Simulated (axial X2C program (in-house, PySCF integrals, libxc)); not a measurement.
## LiCO⁺: properties at the nuclei

Calculated with an axial X2C code built on PySCF integrals: two-component X2C with atomic mean-field Coulomb and Gaunt terms, Gaussian nuclei, basis Li dyall-v3z, C dyall-v3z, O dyall-av3z with contracted cores.

Li–C–O held linear, with bonds 2.166 and 1.114 Å (near the PBE0 minimum at charge 1 of the determinant lowest at the starting distance; the state shown can have its own minimum elsewhere, held linear; other orders of the atoms were not compared).

Determinant lowest in the PBE0 search, Ω = 0 (closed shell), highest spinor 36% C p, 22% C s, 16% O p:

| level | qzz Li (a.u.) | qzz C (a.u.) | qzz O (a.u.) |
| --- | --- | --- | --- |
| PBE0 | -0.02 | -0.93 | -0.86 |
| HF | -0.02 | -1.06 | -0.88 |
| B3LYP | -0.02 | -0.95 | -0.88 |

qzz is the electric field gradient, eQq0 = 234.96 MHz × Q/barn × qzz. The operators were transformed with the bare-nucleus X2C matrices; with these basis sets, hyperfine constants and field gradients can be off by tens of per cent, and where levels differ in sign neither size nor sign is settled.

With Q(17O) = -0.02558 barn (Q from Pyykkö, Mol. Phys. 2018), turn the PBE0 values of the first state into constants in MHz.

eQq0(17O) = 234.96 × (-0.02558) × (-0.86) = 5.17 MHz.

The molecule was held linear; bending was not examined, so a bent shape may lie lower.

Each state is one determinant with collinear spin. The search compared states at one distance, so a state with another bond length can lie lower.
